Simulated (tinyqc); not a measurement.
Inside a calculation (part 1 of 2). Method: UHF in the sto-3g basis, for H2O+, spin multiplicity 2. Computed by tinyqc, a small Python program that keeps every step (integrals from PySCF). Settings: charge = 1, multiplicity = 2, basis = sto-3g, energy threshold = 1e-09, iteration cap = 76, orthogonalisation = canonical, start = random, DIIS depth = 3, method = UHF. Command: `OMP_NUM_THREADS=1 python tinyqc.py 28280 28281 out.jsonl` (the two numbers bound the seeds that draw the settings). One thread of a shared host (Intel(R) Xeon(R) Processor @ 2.60GHz), about 0.2 s of CPU time with the checks. Later iterations appear only in the table of the cycle.

## One-electron integrals

Geometry (angstrom):
```
atom       x        y       z
O     0.0000   0.0000  0.0000
H     0.0000   0.9680  0.7550
H     0.0000  -0.9680  0.7550
```

Basis sto-3g: exponents (1/bohr^2) and contraction coefficients of normalised primitives:
```
element  l (shell)  exponent  coefficient
O            s (1)  130.7093       0.1543
O            s (1)   23.8089       0.5353
O            s (1)    6.4436       0.4446
O            s (2)    5.0332      -0.1000
O            s (2)    1.1696       0.3995
O            s (2)    0.3804       0.7001
O            p (3)    5.0332       0.1559
O            p (3)    1.1696       0.6077
O            p (3)    0.3804       0.3920
H            s (1)    3.4253       0.1543
H            s (1)    0.6239       0.5353
H            s (1)    0.1689       0.4446
```

Overlap, kinetic and nuclear-attraction integrals over the contracted functions; the nuclear repulsion is the sum of Za Zb / Rab.

nuclear repulsion = 7.170291 hartree

overlap S, lower triangle:
```
         1O 1s   1O 2s  1O 2px   1O 2py  1O 2pz   2H 1s   3H 1s
1O 1s   1.0000
1O 2s   0.2367  1.0000
1O 2px  0.0000  0.0000  1.0000
1O 2py  0.0000  0.0000  0.0000   1.0000
1O 2pz  0.0000  0.0000  0.0000   0.0000  1.0000
2H 1s   0.0284  0.3164  0.0000   0.2301  0.1795  1.0000
3H 1s   0.0284  0.3164  0.0000  -0.2301  0.1795  0.1323  1.0000
```

kinetic energy T (hartree), lower triangle:
```
          1O 1s   1O 2s  1O 2px   1O 2py  1O 2pz    2H 1s   3H 1s
1O 1s   29.0032
1O 2s   -0.1680  0.8081
1O 2px   0.0000  0.0000  2.5287
1O 2py   0.0000  0.0000  0.0000   2.5287
1O 2pz   0.0000  0.0000  0.0000   0.0000  2.5287
2H 1s   -0.0086  0.0343  0.0000   0.0951  0.0742   0.7600
3H 1s   -0.0086  0.0343  0.0000  -0.0951  0.0742  -0.0092  0.7600
```

nuclear attraction V (hartree), lower triangle:
```
           1O 1s    1O 2s   1O 2px   1O 2py   1O 2pz    2H 1s    3H 1s
1O 1s   -61.4806
1O 2s    -7.3871  -9.9122
1O 2px    0.0000   0.0000  -9.7941
1O 2py    0.0000   0.0000   0.0000  -9.8783
1O 2pz   -0.0116  -0.1443   0.0000   0.0000  -9.8453
2H 1s    -0.9068  -2.3316   0.0000  -1.4787  -1.1861  -4.9052
3H 1s    -0.9068  -2.3316   0.0000   1.4787  -1.1861  -0.7224  -4.9052
```

core Hamiltonian H = T + V (hartree), lower triangle:
```
           1O 1s    1O 2s   1O 2px   1O 2py   1O 2pz    2H 1s    3H 1s
1O 1s   -32.4774
1O 2s    -7.5552  -9.1041
1O 2px    0.0000   0.0000  -7.2654
1O 2py    0.0000   0.0000   0.0000  -7.3496
1O 2pz   -0.0116  -0.1443   0.0000   0.0000  -7.3166
2H 1s    -0.9154  -2.2973   0.0000  -1.3837  -1.1120  -4.1452
3H 1s    -0.9154  -2.2973   0.0000   1.3837  -1.1120  -0.7316  -4.1452
```

## Two-electron integrals

Functions are numbered as in S; the eight-fold symmetry (ij|kl) = (ji|kl) = (kl|ij) leaves the list below.

Two-electron integrals (ij|kl) in chemists' order, unique and non-zero (hartree):
```
(11|11) 4.7851      (21|11) 0.7414      (21|21) 0.1369      (22|11) 1.1189
(22|21) 0.2566      (22|22) 0.8172      (31|31) 0.0245      (32|31) 0.0378
(32|32) 0.1805      (33|11) 1.1158      (33|21) 0.2567      (33|22) 0.8170
(33|33) 0.8802      (41|41) 0.0245      (42|41) 0.0378      (42|42) 0.1805
(43|43) 0.0474      (44|11) 1.1158      (44|21) 0.2567      (44|22) 0.8170
(44|33) 0.7853      (44|44) 0.8802      (51|51) 0.0245      (52|51) 0.0378
(52|52) 0.1805      (53|53) 0.0474      (54|54) 0.0474      (55|11) 1.1158
(55|21) 0.2567      (55|22) 0.8170      (55|33) 0.7853      (55|44) 0.7853
(55|55) 0.8802      (61|11) 0.0900      (61|21) 0.0165      (61|22) 0.0308
(61|33) 0.0307      (61|41) 0.0006      (61|42) 0.0011      (61|44) 0.0308
(61|51) 4.54e-04    (61|52) 0.0009      (61|54) 8.80e-05    (61|55) 0.0308
(61|61) 0.0020      (62|11) 0.2473      (62|21) 0.0576      (62|22) 0.2066
(62|33) 0.2029      (62|41) 0.0034      (62|42) 0.0274      (62|44) 0.2096
(62|51) 0.0026      (62|52) 0.0213      (62|54) 0.0053      (62|55) 0.2070
(62|61) 0.0071      (62|62) 0.0680      (63|31) 0.0057      (63|32) 0.0343
(63|43) 0.0055      (63|53) 0.0043      (63|63) 0.0091      (64|11) 0.1501
(64|21) 0.0354      (64|22) 0.1355      (64|33) 0.1295      (64|41) 0.0075
(64|42) 0.0510      (64|44) 0.1447      (64|51) 0.0014      (64|52) 0.0130
(64|54) 0.0075      (64|55) 0.1321      (64|61) 0.0045      (64|62) 0.0543
(64|64) 0.0519      (65|11) 0.1171      (65|21) 0.0276      (65|22) 0.1057
(65|33) 0.1010      (65|41) 0.0014      (65|42) 0.0130      (65|44) 0.1043
(65|51) 0.0068      (65|52) 0.0444      (65|54) 0.0080      (65|55) 0.1116
(65|61) 0.0035      (65|62) 0.0423      (65|64) 0.0334      (65|65) 0.0351
(66|11) 0.4255      (66|21) 0.1006      (66|22) 0.4161      (66|33) 0.4006
(66|41) 0.0068      (66|42) 0.0781      (66|44) 0.4291      (66|51) 0.0053
(66|52) 0.0609      (66|54) 0.0222      (66|55) 0.4180      (66|61) 0.0124
(66|62) 0.1827      (66|64) 0.1666      (66|65) 0.1299      (66|66) 0.7746
(71|11) 0.0900      (71|21) 0.0165      (71|22) 0.0308      (71|33) 0.0307
(71|41) -0.0006     (71|42) -0.0011     (71|44) 0.0308      (71|51) 4.54e-04
(71|52) 0.0009      (71|54) -8.80e-05   (71|55) 0.0308      (71|61) 0.0020
(71|62) 0.0069      (71|64) 0.0041      (71|65) 0.0034      (71|66) 0.0120
(71|71) 0.0020      (72|11) 0.2473      (72|21) 0.0576      (72|22) 0.2066
(72|33) 0.2029      (72|41) -0.0034     (72|42) -0.0274     (72|44) 0.2096
(72|51) 0.0026      (72|52) 0.0213      (72|54) -0.0053     (72|55) 0.2070
(72|61) 0.0069      (72|62) 0.0532      (72|64) 0.0297      (72|65) 0.0321
(72|66) 0.1138      (72|71) 0.0071      (72|72) 0.0680      (73|31) 0.0057
(73|32) 0.0343      (73|43) -0.0055     (73|53) 0.0043      (73|63) 0.0068
(73|73) 0.0091      (74|11) -0.1501     (74|21) -0.0354     (74|22) -0.1355
(74|33) -0.1295     (74|41) 0.0075      (74|42) 0.0510      (74|44) -0.1447
(74|51) -0.0014     (74|52) -0.0130     (74|54) 0.0075      (74|55) -0.1321
(74|61) -0.0041     (74|62) -0.0297     (74|64) -0.0103     (74|65) -0.0177
(74|66) -0.0594     (74|71) -0.0045     (74|72) -0.0543     (74|74) 0.0519
(75|11) 0.1171      (75|21) 0.0276      (75|22) 0.1057      (75|33) 0.1010
(75|41) -0.0014     (75|42) -0.0130     (75|44) 0.1043      (75|51) 0.0068
(75|52) 0.0444      (75|54) -0.0080     (75|55) 0.1116      (75|61) 0.0034
(75|62) 0.0321      (75|64) 0.0177      (75|65) 0.0259      (75|66) 0.0746
(75|71) 0.0035      (75|72) 0.0423      (75|74) -0.0334     (75|75) 0.0351
(76|11) 0.0716      (76|21) 0.0168      (76|22) 0.0661      (76|33) 0.0645
(76|44) 0.0658      (76|51) 0.0012      (76|52) 0.0116      (76|55) 0.0679
(76|61) 0.0021      (76|62) 0.0218      (76|64) 0.0153      (76|65) 0.0153
(76|66) 0.0630      (76|71) 0.0021      (76|72) 0.0218      (76|74) -0.0153
(76|75) 0.0153      (76|76) 0.0091      (77|11) 0.4255      (77|21) 0.1006
(77|22) 0.4161      (77|33) 0.4006      (77|41) -0.0068     (77|42) -0.0781
(77|44) 0.4291      (77|51) 0.0053      (77|52) 0.0609      (77|54) -0.0222
(77|55) 0.4180      (77|61) 0.0120      (77|62) 0.1138      (77|64) 0.0594
(77|65) 0.0746      (77|66) 0.2722      (77|71) 0.0124      (77|72) 0.1827
(77|74) -0.1666     (77|75) 0.1299      (77|76) 0.0630      (77|77) 0.7746
```

## Orthogonalisation

S = U s U^T; canonical form X = U s^(-1/2), so that X^T S X = 1. Each column of U has its largest component positive (the first on a tie).

eigenvalues of S: 0.5100  0.6018  0.8874  1.0000  1.1037  1.2659  1.6312

X:
```
              1        2        3       4        5        6       7
1O 1s   -0.3929   0.0000   0.7037  0.0000  -0.6092   0.0000  0.2104
1O 2s    0.9559   0.0000  -0.2835  0.0000  -0.3094   0.0000  0.4679
1O 2px   0.0000   0.0000   0.0000  1.0000   0.0000   0.0000  0.0000
1O 2py   0.0000   0.8157   0.0000  0.0000   0.0000   0.6882  0.0000
1O 2pz   0.4346   0.0000   0.6787  0.0000   0.6136   0.0000  0.2207
2H 1s   -0.5933  -0.7058  -0.2128  0.0000   0.1772   0.3977  0.3880
3H 1s   -0.5933   0.7058  -0.2128  0.0000   0.1772  -0.3977  0.3880
```

## Starting guess

The start is random orthonormal orbitals; D(s) = C_occ C_occ^T for each spin.

D(alpha) at the start, lower triangle:
```
          1O 1s    1O 2s   1O 2px   1O 2py   1O 2pz   2H 1s   3H 1s
1O 1s    0.9407
1O 2s   -0.0967   0.4624
1O 2px   0.1036  -0.2208   0.9068
1O 2py   0.2462  -0.0817  -0.1723   0.4903
1O 2pz   0.0116  -0.3984  -0.0806   0.1987   0.6389
2H 1s   -0.0128  -0.2722   0.0582  -0.1639  -0.1897  1.1964
3H 1s    0.2113  -0.1193  -0.0733  -0.2727   0.1912  0.0093  0.5936
```

D(beta) at the start, lower triangle:
```
          1O 1s    1O 2s   1O 2px   1O 2py   1O 2pz   2H 1s   3H 1s
1O 1s    0.9335
1O 2s   -0.0635   0.3098
1O 2px   0.0282   0.1255   0.1209
1O 2py   0.2583  -0.1370  -0.0467   0.4702
1O 2pz   0.0118  -0.3992  -0.0787   0.1984   0.6389
2H 1s   -0.0470  -0.1150  -0.2984  -0.1069  -0.1888  1.0346
3H 1s    0.2181  -0.1506  -0.0023  -0.2841   0.1910  0.0415  0.5871
```

## Iteration 1: building the Fock matrix

J_ij = sum D_kl (ij|kl) with D = D(alpha) + D(beta), K_ij = sum D_kl (ik|jl) for each spin; F = H + J - K(s); E = tr D H + tr D J / 2 - 0.5 sum_s tr D(s) K(s) + E_nn.

Coulomb J (hartree), lower triangle:
```
          1O 1s    1O 2s   1O 2px   1O 2py  1O 2pz   2H 1s   3H 1s
1O 1s   14.5260
1O 2s    2.6840   6.5702
1O 2px  -0.0043  -0.0461   6.5066
1O 2py  -0.0005  -0.0706  -0.0226   6.5974
1O 2pz  -0.0432  -0.0970  -0.0178   0.0350  6.5859
2H 1s    0.3229   1.7048  -0.0142   1.1457  0.8970  4.1344
3H 1s    0.3231   1.7010  -0.0086  -1.1498  0.8773  0.5753  3.9042
```

exchange K(alpha) (hartree), lower triangle:
```
          1O 1s    1O 2s   1O 2px   1O 2py  1O 2pz   2H 1s   3H 1s
1O 1s    4.4976
1O 2s    0.8027   0.8144
1O 2px   0.0526  -0.1933   0.9439
1O 2py   0.2028  -0.1306  -0.1257   0.6914
1O 2pz  -0.0853  -0.3590  -0.0687   0.0788  0.7612
2H 1s    0.1131   0.1870  -0.0617   0.1453  0.0668  0.7839
3H 1s    0.1383   0.2563  -0.0597  -0.3054  0.1232  0.0778  0.6092
```

exchange K(beta) (hartree), lower triangle:
```
          1O 1s    1O 2s   1O 2px   1O 2py  1O 2pz   2H 1s   3H 1s
1O 1s    4.4708
1O 2s    0.7729   0.6049
1O 2px   0.0582   0.0622   0.2340
1O 2py   0.2020  -0.1497  -0.0788   0.6340
1O 2pz  -0.0853  -0.3482  -0.0972   0.0834  0.7056
2H 1s    0.1086   0.1724  -0.1062   0.1400  0.0586  0.7126
3H 1s    0.1341   0.2111   0.0066  -0.3018  0.1201  0.0771  0.5920
```

F(alpha) (hartree), lower triangle:
```
           1O 1s    1O 2s   1O 2px   1O 2py   1O 2pz    2H 1s    3H 1s
1O 1s   -22.4490
1O 2s    -5.6739  -3.3483
1O 2px   -0.0569   0.1472  -1.7027
1O 2py   -0.2034   0.0600   0.1031  -1.4436
1O 2pz    0.0306   0.1177   0.0509  -0.0438  -1.4919
2H 1s    -0.7056  -0.7795   0.0475  -0.3833  -0.2818  -0.7948
3H 1s    -0.7306  -0.8526   0.0511   0.5393  -0.3579  -0.2340  -0.8502
```

F(beta) (hartree), lower triangle:
```
           1O 1s    1O 2s   1O 2px   1O 2py   1O 2pz    2H 1s    3H 1s
1O 1s   -22.4222
1O 2s    -5.6441  -3.1388
1O 2px   -0.0625  -0.1083  -0.9928
1O 2py   -0.2025   0.0791   0.0563  -1.3862
1O 2pz    0.0305   0.1069   0.0794  -0.0484  -1.4362
2H 1s    -0.7011  -0.7649   0.0920  -0.3779  -0.2736  -0.7234
3H 1s    -0.7264  -0.8075  -0.0152   0.5357  -0.3548  -0.2333  -0.8330
```

total energy of this density = -69.224475 hartree

## Iteration 1: diagonalisation and new density

Diagonalise F' = X^T F X, C = X C', fill 5 alpha and 4 beta electrons from the bottom; D(s) = C_occ C_occ^T. Each column has its largest component positive (the first on a tie).

F' = X^T F X (alpha) (hartree), lower triangle:
```
         1        2        3        4         5        6        7
1  -1.6895
2  -0.0216  -0.4844
3   2.8755  -0.2078  -9.5036
4   0.1267   0.0866  -0.0683  -1.7027
5  -2.7180   0.0734   8.6152   0.0378  -11.1356
6   0.0417  -0.3312  -0.1389   0.0696    0.0804  -1.3749
7   0.8742  -0.0254  -4.5435   0.1064    5.1961   0.0558  -4.1443
```

orbital energies (alpha) (hartree): MO1 -22.4584, MO2 -2.1194, MO3 -1.7381, MO4 -1.4906, MO5 -1.3905, MO6 -0.5046, MO7 -0.3334

coefficients C (alpha):
```
            MO1      MO2      MO3      MO4      MO5      MO6      MO7
1O 1s    0.9952  -0.2396  -0.0450  -0.0059  -0.0889   0.0795   0.0289
1O 2s    0.0197   0.9464   0.1801   0.0121   0.3192  -0.4793  -0.2203
1O 2px   0.0025  -0.3228   0.8275   0.0648   0.4521  -0.0382   0.0316
1O 2py   0.0111  -0.1175  -0.4177  -0.4051   0.6860  -0.1858   0.5306
1O 2pz  -0.0009  -0.1476  -0.3189   0.8138   0.3495  -0.3361  -0.2320
2H 1s   -0.0052  -0.0081  -0.0115   0.0010   0.1293   1.0350  -0.3840
3H 1s    0.0017   0.0299   0.0283   0.2347  -0.1090   0.3220   1.0311
```

F' = X^T F X (beta) (hartree), lower triangle:
```
         1        2        3        4         5        6        7
1  -1.5526
2   0.0324  -0.4132
3   2.8461  -0.2152  -9.4502
4  -0.0900  -0.0298   0.0242  -0.9928
5  -2.7663   0.0506   8.6477   0.1339  -11.0724
6   0.0283  -0.3249  -0.1443   0.0814    0.0830  -1.3290
7   0.9500  -0.0238  -4.5692  -0.0165    5.1624   0.0650  -4.0523
```

orbital energies (beta) (hartree): MO1 -22.4306, MO2 -1.9057, MO3 -1.4499, MO4 -1.3982, MO5 -0.9842, MO6 -0.4004, MO7 -0.2936

coefficients C (beta):
```
            MO1      MO2      MO3      MO4      MO5      MO6      MO7
1O 1s    0.9956  -0.2335  -0.0394  -0.0936  -0.0008   0.0948  -0.0034
1O 2s    0.0182   0.9214   0.1328   0.3458   0.0137  -0.5665  -0.0317
1O 2px   0.0030   0.1313  -0.1244  -0.0909   0.9639   0.1564  -0.0740
1O 2py   0.0111  -0.2804  -0.0863   0.8411   0.1485   0.0092   0.5685
1O 2pz  -0.0010  -0.2467   0.8975   0.0625   0.2075  -0.3815  -0.1258
2H 1s   -0.0049   0.0161   0.0585   0.1447  -0.1698   0.8339  -0.6977
3H 1s    0.0019   0.0535   0.1981  -0.1873  -0.0370   0.6406   0.8641
```

D(alpha) after iteration 1, lower triangle:
```
          1O 1s    1O 2s   1O 2px   1O 2py  1O 2pz    2H 1s   3H 1s
1O 1s    1.0578
1O 2s   -0.2437   1.0304
1O 2px   0.0021  -0.0113   0.9975
1O 2py  -0.0006   0.0279  -0.0238   0.8230
1O 2pz   0.0130  -0.0758  -0.0055   0.0606  0.9079
2H 1s   -0.0142   0.0314   0.0516   0.0940  0.0508   0.0169
3H 1s    0.0016   0.0015  -0.0203  -0.1852  0.1395  -0.0144  0.0687
```

D(beta) after iteration 1, lower triangle:
```
          1O 1s    1O 2s   1O 2px   1O 2py  1O 2pz    2H 1s   3H 1s
1O 1s    1.0560
1O 2s   -0.2346   0.9865
1O 2px  -0.0143   0.0731   0.0410
1O 2py   0.0012   0.0212  -0.1025   0.7937
1O 2pz   0.0154  -0.0865  -0.1497   0.0442  0.8702
2H 1s   -0.0245   0.0726  -0.0183   0.1121  0.0576   0.0247
3H 1s   -0.0008   0.0108  -0.0006  -0.1896  0.1529  -0.0147  0.0772
```

## Iteration 2: building the Fock matrix

As before.

Coulomb J (hartree), lower triangle:
```
          1O 1s    1O 2s   1O 2px   1O 2py  1O 2pz   2H 1s   3H 1s
1O 1s   17.0035
1O 2s    3.1850   7.7520
1O 2px   0.0042   0.0222   7.6885
1O 2py   0.0006  -0.0074  -0.0114   7.7704
1O 2pz  -0.0023   0.0100  -0.0146   0.0031  7.7741
2H 1s    0.3843   1.9095   0.0017   1.2355  0.9696  3.7813
3H 1s    0.3842   1.9184   0.0042  -1.2488  0.9762  0.6053  3.8530
```

exchange K(alpha) (hartree), lower triangle:
```
          1O 1s    1O 2s   1O 2px   1O 2py  1O 2pz   2H 1s   3H 1s
1O 1s    4.9076
1O 2s    0.8477   1.3942
1O 2px   0.0002  -0.0032   1.1610
1O 2py   0.0024   0.0037  -0.0101   1.0998
1O 2pz  -0.0003  -0.0123  -0.0013   0.0269  1.1309
2H 1s    0.1076   0.3569   0.0133   0.2138  0.1670  0.2194
3H 1s    0.1106   0.3635  -0.0046  -0.2461  0.1918  0.0811  0.2891
```

exchange K(beta) (hartree), lower triangle:
```
         1O 1s    1O 2s   1O 2px   1O 2py  1O 2pz   2H 1s   3H 1s
1O 1s   4.8807
1O 2s   0.8092   1.2005
1O 2px  0.0046   0.0642   0.3125
1O 2py  0.0029   0.0059  -0.0878   1.0322
1O 2pz  0.0001  -0.0101  -0.1267   0.0146  1.0534
2H 1s   0.1018   0.3349  -0.0204   0.2141  0.1635  0.2317
3H 1s   0.1049   0.3317   0.0133  -0.2415  0.1927  0.0795  0.2920
```

F(alpha) (hartree), lower triangle:
```
           1O 1s    1O 2s   1O 2px   1O 2py   1O 2pz    2H 1s    3H 1s
1O 1s   -20.3814
1O 2s    -5.2179  -2.7462
1O 2px    0.0040   0.0255  -0.7379
1O 2py   -0.0018  -0.0111  -0.0012  -0.6790
1O 2pz   -0.0136  -0.1221  -0.0133  -0.0238  -0.6734
2H 1s    -0.6387  -0.7447  -0.0116  -0.3620  -0.3095  -0.5833
3H 1s    -0.6418  -0.7424   0.0088   0.3809  -0.3275  -0.2074  -0.5814
```

F(beta) (hartree), lower triangle:
```
           1O 1s    1O 2s   1O 2px   1O 2py   1O 2pz    2H 1s    3H 1s
1O 1s   -20.3546
1O 2s    -5.1794  -2.5526
1O 2px   -0.0003  -0.0420   0.1106
1O 2py   -0.0023  -0.0133   0.0764  -0.6114
1O 2pz   -0.0141  -0.1242   0.1120  -0.0115  -0.5959
2H 1s    -0.6329  -0.7227   0.0221  -0.3622  -0.3059  -0.5956
3H 1s    -0.6361  -0.7106  -0.0091   0.3763  -0.3284  -0.2057  -0.5842
```

total energy of this density = -74.401262 hartree

## Iteration 2: DIIS over 2 matrices

error matrix X^T (FDS - SDF) X (alpha):
```
         1        2        3        4        5        6        7
1   0.0000   0.0242  -0.0260  -0.0019   0.1316   0.0181   0.1157
2  -0.0242   0.0000   0.0860  -0.0173  -0.0667   0.2158   0.0467
3   0.0260  -0.0860   0.0000  -0.0040   0.0577   0.0272   0.0355
4   0.0019   0.0173   0.0040   0.0000  -0.0010   0.0050   0.0032
5  -0.1316   0.0667  -0.0577   0.0010   0.0000  -0.0240   0.0458
6  -0.0181  -0.2158  -0.0272  -0.0050   0.0240   0.0000  -0.0065
7  -0.1157  -0.0467  -0.0355  -0.0032  -0.0458   0.0065   0.0000
```

B (overlaps of the stored error matrices):
```
               1              2
1  1.1890064e+02  2.4155815e+00
2  2.4155815e+00  4.4167443e-01
```

Minimise |sum c_i e_i|^2 with sum c_i = 1: solve [B -1; -1 0][c; lambda] = [0; -1] with B_ij = tr e_i^T e_j summed over both spins, and take F = sum c_i F_i.

DIIS coefficients: -0.0172  1.0172

extrapolated F(alpha) (hartree), lower triangle:
```
           1O 1s    1O 2s   1O 2px   1O 2py   1O 2pz    2H 1s    3H 1s
1O 1s   -20.3458
1O 2s    -5.2101  -2.7358
1O 2px    0.0050   0.0234  -0.7212
1O 2py    0.0016  -0.0123  -0.0030  -0.6658
1O 2pz   -0.0144  -0.1262  -0.0144  -0.0234  -0.6593
2H 1s    -0.6376  -0.7441  -0.0126  -0.3617  -0.3099  -0.5797
3H 1s    -0.6403  -0.7405   0.0081   0.3781  -0.3270  -0.2069  -0.5767
```

extrapolated F(beta) (hartree), lower triangle:
```
           1O 1s    1O 2s   1O 2px   1O 2py   1O 2pz    2H 1s    3H 1s
1O 1s   -20.3189
1O 2s    -5.1714  -2.5425
1O 2px    0.0007  -0.0408   0.1297
1O 2py    0.0011  -0.0149   0.0767  -0.5980
1O 2pz   -0.0148  -0.1282   0.1126  -0.0109  -0.5814
2H 1s    -0.6318  -0.7220   0.0209  -0.3620  -0.3065  -0.5934
3H 1s    -0.6345  -0.7089  -0.0090   0.3735  -0.3280  -0.2053  -0.5799
```
